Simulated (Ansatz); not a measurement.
System: fcc Ag. Method: r²SCAN (plane waves, PAW; Ansatz, a quantum-chemistry and plane-wave program).

Numerical settings: plane-wave cutoff 500 eV, 20×20×1 k mesh (along the axes of the cell as run), Fermi–Dirac smearing 0.1 eV, scalar-relativistic PAW data made under PBE.

Problem. Estimate the surface energy of the (100) face and work function of the (100) face that the calculation returns.

Solution. 
surface energy of the (100) face: 1.01 J/m²
work function of the (100) face: 4.22 eV

The slab of 6 atoms is relaxed and unreconstructed.

Static lattice: no zero-point or thermal effects.

Cost on a shared machine: roughly 8 core-minutes.
